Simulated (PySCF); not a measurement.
NO₂, multiplicity 2. Atoms are numbered in the order given.

```xyz
3

O      0.0000     1.0931     0.1396
N      0.0000     0.0000    -0.3192
O      0.0000    -1.0931     0.1396
```
Charge 0, spin multiplicity 2.

Geometry optimised at ωB97X-D3(BJ)/def2-TZVP. The isomer is the one that the SMILES or the coordinates give; other isomers of the formula were not compared.

Method: ωB97X/def2-TZVPD run with PySCF.

Mulliken values depend strongly on the basis, most of all with diffuse functions as here. Atomic charges (e):

```
atom  Mulliken  meta-Löwdin  Mulliken spin
----  --------  -----------  -------------
O1       -0.38          ___           0.27
N2        0.75          ___           0.46
O3       -0.38          ___           0.27
```

### Question
Some entries are withheld; supply them. (The exact figures need the calculation; the answer reports its results.)

### Answer

- O1, meta-Löwdin: -0.25
- N2, meta-Löwdin: 0.50
- O3, meta-Löwdin: -0.25
